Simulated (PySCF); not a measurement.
This PySCF input asks for the NMR shieldings of SMILES [BH3-]C#N, [CH$_{3}$BN]-; the geometry comes from GFN2-xTB.

```python
import basis_set_exchange as bse
import numpy as np
from pyscf import gto, dft
from pyscf.prop import nmr

atoms = """
B    -0.515051   -0.011598    0.002898
C     1.039892    0.024409   -0.016817
N     2.198207    0.051012   -0.031256
H    -0.905261   -0.625803   -0.981710
H    -0.880780   -0.574841    1.026555
H    -0.933884    1.138810   -0.021244
"""
names = dict.fromkeys(["B", "C", "N", "H"], "pcSseg-1")
basis = {el: gto.basis.parse(bse.get_basis(n, elements=[el], fmt="nwchem")) for el, n in names.items()}
mol = gto.M(atom=atoms, basis=basis, charge=-1, verbose=0)
mf = dft.RKS(mol, xc="PBE0")
mf.grids.level = 2
mf.grids.alignment = dft.numint.BLKSIZE   # the property module wants whole blocks of grid points
mf.conv_tol = 1e-9
mf.kernel()

calc = nmr.RKS(mf)   # GIAO
C = mf.mo_coeff
Co = C[:, mf.mo_occ > 0]
resp = mf.gen_response(singlet=True, hermi=2)
def vind(x):   # induced exchange potential for any number of trial vectors
    d = np.einsum("pi,xij,qj->xpq", C, 2 * x.reshape(-1, C.shape[1], Co.shape[1]), Co, optimize=True)
    return np.einsum("xpq,pi,qj->xij", resp(d - d.transpose(0, 2, 1)), C, Co, optimize=True).ravel()
mo1, _ = nmr.rhf.solve_mo1(calc, with_cphf=vind)
sigma = calc.kernel(mo1)
for i, s in enumerate(sigma):   # ppm
    w = np.linalg.eigvalsh((s + s.T) / 2)
    print("%2d %-2s iso %8.1f  s11 %8.1f  s22 %8.1f  s33 %8.1f" % (i, mol.atom_pure_symbol(i), w.mean(), *w))
```

Problem. What are the results?

Solution. 
```
 0 B  iso    154.5  s11    150.9  s22    150.9  s33    161.6
 1 C  iso     37.8  s11    -87.9  s22    -87.9  s33    289.1
 2 N  iso    -35.1  s11   -202.8  s22   -202.8  s33    300.3
 3 H  iso     31.1  s11     28.5  s22     30.6  s33     34.4
 4 H  iso     31.1  s11     28.5  s22     30.6  s33     34.4
 5 H  iso     31.1  s11     28.5  s22     30.5  s33     34.4
```

These numbers come from an equivalent density-fitted implementation of the same equations, which agrees with the script to about 0.01 ppm for H and up to a few tenths of a ppm for heavy atoms, so last digits may differ.

Size and cost of the density-fitted run: 66 basis functions, 2.3 s wall time on 1 thread of an x86-64 server CPU, shared host.
